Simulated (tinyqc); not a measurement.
Inside a calculation. Method: UHF in the sto-3g basis, for H2O, spin multiplicity 3. One step of it, computed by the program tinyqc.

Task: Iteration 2: building the Fock matrix. J_ij = sum D_kl (ij|kl) with D = D(alpha) + D(beta), K_ij = sum D_kl (ik|jl) for each spin; F = H + J - K(s); E = tr D H + tr D J / 2 - 0.5 sum_s tr D(s) K(s) + E_nn.

D(alpha) after iteration 1, order 1O 1s, 1O 2s, 1O 2px, 1O 2py, 1O 2pz, 2H 1s, 3H 1s:
$$\begin{pmatrix}
1.064689 & -0.286151 & 0.000000 & 0.000000 & -0.021430 & 0.054898 & 0.054898 \\
-0.286151 & 1.294212 & 0.000000 & 0.000000 & 0.142186 & -0.364242 & -0.364242 \\
0.000000 & 0.000000 & 1.000000 & 0.000000 & 0.000000 & 0.000000 & 0.000000 \\
0.000000 & 0.000000 & 0.000000 & 0.594341 & 0.000000 & 0.257602 & -0.257602 \\
-0.021430 & 0.142186 & 0.000000 & 0.000000 & 1.086081 & -0.220518 & -0.220518 \\
0.054898 & -0.364242 & 0.000000 & 0.257602 & -0.220518 & 0.676558 & 0.453256 \\
0.054898 & -0.364242 & 0.000000 & -0.257602 & -0.220518 & 0.453256 & 0.676558
\end{pmatrix}$$

D(beta) after iteration 1, order 1O 1s, 1O 2s, 1O 2px, 1O 2py, 1O 2pz, 2H 1s, 3H 1s:
$$\begin{pmatrix}
1.054874 & -0.232682 & 0.000000 & 0.000000 & 0.050525 & -0.010322 & -0.010322 \\
-0.232682 & 1.002938 & 0.000000 & 0.000000 & -0.249790 & -0.008955 & -0.008955 \\
0.000000 & 0.000000 & 0.000000 & 0.000000 & 0.000000 & 0.000000 & 0.000000 \\
0.000000 & 0.000000 & 0.000000 & 0.493523 & 0.000000 & 0.280898 & -0.280898 \\
0.050525 & -0.249790 & 0.000000 & 0.000000 & 0.558586 & 0.257604 & 0.257604 \\
-0.010322 & -0.008955 & 0.000000 & 0.280898 & 0.257604 & 0.291416 & -0.028341 \\
-0.010322 & -0.008955 & 0.000000 & -0.280898 & 0.257604 & -0.028341 & 0.291416
\end{pmatrix}$$

core Hamiltonian H = T + V (hartree), order 1O 1s, 1O 2s, 1O 2px, 1O 2py, 1O 2pz, 2H 1s, 3H 1s:
$$\begin{pmatrix}
-32.469851 & -7.553377 & 0.000000 & 0.000000 & -0.012580 & -0.892558 & -0.892558 \\
-7.553377 & -9.096742 & 0.000000 & 0.000000 & -0.156576 & -2.256433 & -2.256433 \\
0.000000 & 0.000000 & -7.259077 & 0.000000 & 0.000000 & 0.000000 & 0.000000 \\
0.000000 & 0.000000 & 0.000000 & -7.330501 & 0.000000 & -1.268458 & 1.268458 \\
-0.012580 & -0.156576 & 0.000000 & 0.000000 & -7.319935 & -1.209670 & -1.209670 \\
-0.892558 & -2.256433 & 0.000000 & -1.268458 & -1.209670 & -4.134577 & -0.852405 \\
-0.892558 & -2.256433 & 0.000000 & 1.268458 & -1.209670 & -0.852405 & -4.134577
\end{pmatrix}$$

Two-electron integrals (ij|kl) in chemists' order, unique and non-zero (hartree):
```
(11|11) 4.785065    (21|11) 0.741380    (21|21) 0.136873    (22|11) 1.118947
(22|21) 0.256633    (22|22) 0.817206    (31|31) 0.024477    (32|31) 0.037809
(32|32) 0.180518    (33|11) 1.115814    (33|21) 0.256684    (33|22) 0.817023
(33|33) 0.880159    (41|41) 0.024477    (42|41) 0.037809    (42|42) 0.180518
(43|43) 0.047444    (44|11) 1.115814    (44|21) 0.256684    (44|22) 0.817023
(44|33) 0.785270    (44|44) 0.880159    (51|51) 0.024477    (52|51) 0.037809
(52|52) 0.180518    (53|53) 0.047444    (54|54) 0.047444    (55|11) 1.115814
(55|21) 0.256684    (55|22) 0.817023    (55|33) 0.785270    (55|44) 0.785270
(55|55) 0.880159    (61|11) 0.087745    (61|21) 0.016082    (61|22) 0.030027
(61|33) 0.029970    (61|41) 0.000527    (61|42) 0.000998    (61|44) 0.030065
(61|51) 0.000486    (61|52) 0.000922    (61|54) 0.000088    (61|55) 0.030051
(61|61) 0.001913    (62|11) 0.242349    (62|21) 0.056408    (62|22) 0.202550
(62|33) 0.198925    (62|41) 0.003096    (62|42) 0.025030    (62|44) 0.204687
(62|51) 0.002858    (62|52) 0.023105    (62|54) 0.005319    (62|55) 0.203835
(62|61) 0.006770    (62|62) 0.065538    (63|31) 0.005538    (63|32) 0.033543
(63|43) 0.005014    (63|53) 0.004628    (63|63) 0.008725    (64|11) 0.137403
(64|21) 0.032363    (64|22) 0.124115    (64|33) 0.118680    (64|41) 0.007074
(64|42) 0.047817    (64|44) 0.132019    (64|51) 0.001418    (64|52) 0.013176
(64|54) 0.007685    (64|55) 0.121501    (64|61) 0.004031    (64|62) 0.048874
(64|64) 0.044779    (65|11) 0.126833    (65|21) 0.029873    (65|22) 0.114568
(65|33) 0.109551    (65|41) 0.001418    (65|42) 0.013176    (65|44) 0.112607
(65|51) 0.006847    (65|52) 0.045705    (65|54) 0.007836    (65|55) 0.121412
(65|61) 0.003721    (65|62) 0.045114    (65|64) 0.033281    (65|65) 0.039446
(66|11) 0.421996    (66|21) 0.099769    (66|22) 0.413011    (66|33) 0.397791
(66|41) 0.006271    (66|42) 0.071911    (66|44) 0.422190    (66|51) 0.005789
(66|52) 0.066379    (66|54) 0.022522    (66|55) 0.418581    (66|61) 0.012036
(66|62) 0.178711    (66|64) 0.152289    (66|65) 0.140575    (66|66) 0.774606
(71|11) 0.087745    (71|21) 0.016082    (71|22) 0.030027    (71|33) 0.029970
(71|41) -0.000527   (71|42) -0.000998   (71|44) 0.030065    (71|51) 0.000486
(71|52) 0.000922    (71|54) -0.000088   (71|55) 0.030051    (71|61) 0.001888
(71|62) 0.006587    (71|64) 0.003629    (71|65) 0.003624    (71|66) 0.011649
(71|71) 0.001913    (72|11) 0.242349    (72|21) 0.056408    (72|22) 0.202550
(72|33) 0.198925    (72|41) -0.003096   (72|42) -0.025030   (72|44) 0.204687
(72|51) 0.002858    (72|52) 0.023105    (72|54) -0.005319   (72|55) 0.203835
(72|61) 0.006587    (72|62) 0.052499    (72|64) 0.027269    (72|65) 0.035155
(72|66) 0.115628    (72|71) 0.006770    (72|72) 0.065538    (73|31) 0.005538
(73|32) 0.033543    (73|43) -0.005014   (73|53) 0.004628    (73|63) 0.006750
(73|73) 0.008725    (74|11) -0.137403   (74|21) -0.032363   (74|22) -0.124115
(74|33) -0.118680   (74|41) 0.007074    (74|42) 0.047817    (74|44) -0.132019
(74|51) -0.001418   (74|52) -0.013176   (74|54) 0.007685    (74|55) -0.121501
(74|61) -0.003629   (74|62) -0.027269   (74|64) -0.007803   (74|65) -0.017936
(74|66) -0.055573   (74|71) -0.004031   (74|72) -0.048874   (74|74) 0.044779
(75|11) 0.126833    (75|21) 0.029873    (75|22) 0.114568    (75|33) 0.109551
(75|41) -0.001418   (75|42) -0.013176   (75|44) 0.112607    (75|51) 0.006847
(75|52) 0.045705    (75|54) -0.007836   (75|55) 0.121412    (75|61) 0.003624
(75|62) 0.035155    (75|64) 0.017936    (75|65) 0.029955    (75|66) 0.084327
(75|71) 0.003721    (75|72) 0.045114    (75|74) -0.033281   (75|75) 0.039446
(76|11) 0.082419    (76|21) 0.019398    (76|22) 0.076899    (76|33) 0.074903
(76|44) 0.076156    (76|51) 0.001439    (76|52) 0.014472    (76|55) 0.079554
(76|61) 0.002310    (76|62) 0.025777    (76|64) 0.016787    (76|65) 0.019981
(76|66) 0.078117    (76|71) 0.002310    (76|72) 0.025777    (76|74) -0.016787
(76|75) 0.019981    (76|76) 0.013456    (77|11) 0.421996    (77|21) 0.099769
(77|22) 0.413011    (77|33) 0.397791    (77|41) -0.006271   (77|42) -0.071911
(77|44) 0.422190    (77|51) 0.005789    (77|52) 0.066379    (77|54) -0.022522
(77|55) 0.418581    (77|61) 0.011649    (77|62) 0.115628    (77|64) 0.055573
(77|65) 0.084327    (77|66) 0.288861    (77|71) 0.012036    (77|72) 0.178711
(77|74) -0.152289   (77|75) 0.140575    (77|76) 0.078117    (77|77) 0.774606
```

nuclear repulsion = 7.12752572 hartree

Give: Coulomb J; exchange K(alpha); exchange K(beta); F(alpha); F(beta); total energy of this density.

Result:

Coulomb J (hartree), order 1O 1s, 1O 2s, 1O 2px, 1O 2py, 1O 2pz, 2H 1s, 3H 1s:
$$\begin{pmatrix}
16.9638 & 3.1794 & 0.0000 & 0.0000 & 0.0056 & 0.3743 & 0.3743 \\
3.1794 & 7.8844 & 0.0000 & 0.0000 & 0.1050 & 1.9803 & 1.9803 \\
0.0000 & 0.0000 & 7.8155 & 0.0000 & 0.0000 & 0.0000 & 0.0000 \\
0.0000 & 0.0000 & 0.0000 & 7.8927 & 0.0000 & 1.2219 & -1.2219 \\
0.0056 & 0.1050 & 0.0000 & 0.0000 & 7.9214 & 1.1590 & 1.1590 \\
0.3743 & 1.9803 & 0.0000 & 1.2219 & 1.1590 & 4.3900 & 0.7805 \\
0.3743 & 1.9803 & 0.0000 & -1.2219 & 1.1590 & 0.7805 & 4.3900
\end{pmatrix}$$

exchange K(alpha) (hartree), order 1O 1s, 1O 2s, 1O 2px, 1O 2py, 1O 2pz, 2H 1s, 3H 1s:
$$\begin{pmatrix}
4.9133 & 0.8444 & 0.0000 & 0.0000 & 0.0018 & 0.1057 & 0.1057 \\
0.8444 & 1.3993 & 0.0000 & 0.0000 & 0.0312 & 0.3619 & 0.3619 \\
0.0000 & 0.0000 & 1.1693 & 0.0000 & 0.0000 & 0.0000 & 0.0000 \\
0.0000 & 0.0000 & 0.0000 & 0.9748 & 0.0000 & 0.2611 & -0.2611 \\
0.0018 & 0.0312 & 0.0000 & 0.0000 & 1.1860 & 0.1877 & 0.1877 \\
0.1057 & 0.3619 & 0.0000 & 0.2611 & 0.1877 & 0.6294 & 0.1859 \\
0.1057 & 0.3619 & 0.0000 & -0.2611 & 0.1877 & 0.1859 & 0.6294
\end{pmatrix}$$

exchange K(beta) (hartree), order 1O 1s, 1O 2s, 1O 2px, 1O 2py, 1O 2pz, 2H 1s, 3H 1s:
$$\begin{pmatrix}
4.8636 & 0.7880 & 0.0000 & 0.0000 & 0.0027 & 0.0976 & 0.0976 \\
0.7880 & 1.1121 & 0.0000 & 0.0000 & -0.0742 & 0.3328 & 0.3328 \\
0.0000 & 0.0000 & 0.2529 & 0.0000 & 0.0000 & 0.0000 & 0.0000 \\
0.0000 & 0.0000 & 0.0000 & 0.8309 & 0.0000 & 0.2511 & -0.2511 \\
0.0027 & -0.0742 & 0.0000 & 0.0000 & 0.8576 & 0.2330 & 0.2330 \\
0.0976 & 0.3328 & 0.0000 & 0.2511 & 0.2330 & 0.4667 & 0.1134 \\
0.0976 & 0.3328 & 0.0000 & -0.2511 & 0.2330 & 0.1134 & 0.4667
\end{pmatrix}$$

F(alpha) (hartree), order 1O 1s, 1O 2s, 1O 2px, 1O 2py, 1O 2pz, 2H 1s, 3H 1s:
$$\begin{pmatrix}
-20.4194 & -5.2184 & 0.0000 & 0.0000 & -0.0088 & -0.6241 & -0.6241 \\
-5.2184 & -2.6116 & 0.0000 & 0.0000 & -0.0828 & -0.6380 & -0.6380 \\
0.0000 & 0.0000 & -0.6129 & 0.0000 & 0.0000 & 0.0000 & 0.0000 \\
0.0000 & 0.0000 & 0.0000 & -0.4126 & 0.0000 & -0.3077 & 0.3077 \\
-0.0088 & -0.0828 & 0.0000 & 0.0000 & -0.5846 & -0.2383 & -0.2383 \\
-0.6241 & -0.6380 & 0.0000 & -0.3077 & -0.2383 & -0.3740 & -0.2578 \\
-0.6241 & -0.6380 & 0.0000 & 0.3077 & -0.2383 & -0.2578 & -0.3740
\end{pmatrix}$$

F(beta) (hartree), order 1O 1s, 1O 2s, 1O 2px, 1O 2py, 1O 2pz, 2H 1s, 3H 1s:
$$\begin{pmatrix}
-20.3696 & -5.1619 & 0.0000 & 0.0000 & -0.0097 & -0.6159 & -0.6159 \\
-5.1619 & -2.3244 & 0.0000 & 0.0000 & 0.0226 & -0.6089 & -0.6089 \\
0.0000 & 0.0000 & 0.3035 & 0.0000 & 0.0000 & 0.0000 & 0.0000 \\
0.0000 & 0.0000 & 0.0000 & -0.2687 & 0.0000 & -0.2977 & 0.2977 \\
-0.0097 & 0.0226 & 0.0000 & 0.0000 & -0.2562 & -0.2837 & -0.2837 \\
-0.6159 & -0.6089 & 0.0000 & -0.2977 & -0.2837 & -0.2113 & -0.1853 \\
-0.6159 & -0.6089 & 0.0000 & 0.2977 & -0.2837 & -0.1853 & -0.2113
\end{pmatrix}$$

total energy of this density = -74.698476 hartree
